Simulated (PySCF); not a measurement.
**How methods differ on the electron affinity of F**

F⁻ [Ne] (1S) → F [He] 2s2 2p5 (2P), as a difference of total energies. Computed with PySCF 2.14 in dyall-acv3z, with the non-relativistic Hamiltonian (point nucleus). Correlated levels: valence and next inner shell: nothing frozen; virtual orbitals above 40 to 60 times the deepest correlated orbital energy dropped. The calculations carry no spin-orbit coupling.

| method | electron affinity (eV) |
| --- | --- |
| UHF | 1.178 |
| MP2 (valence and next inner shell) | 3.641 |
| SCS-MP2 (valence and next inner shell) | 3.453 |
| CCSD (valence and next inner shell) | 3.144 |
| CCSD(T) (valence and next inner shell) | 3.313 |

Q: How much does correlation contribute at CCSD(T) (valence and next inner shell)?

A: 3.313 − (1.178) = 2.135 eV, measured against UHF.

A first-order spin-orbit estimate (lowest level to lowest level, LS coupling) adds -0.017 eV.

Errors of the correlated levels include the incompleteness of this basis.

For comparison: 3.401 eV (measured; photodetachment measurements, as compiled on the Wikipedia data page of electron affinities).
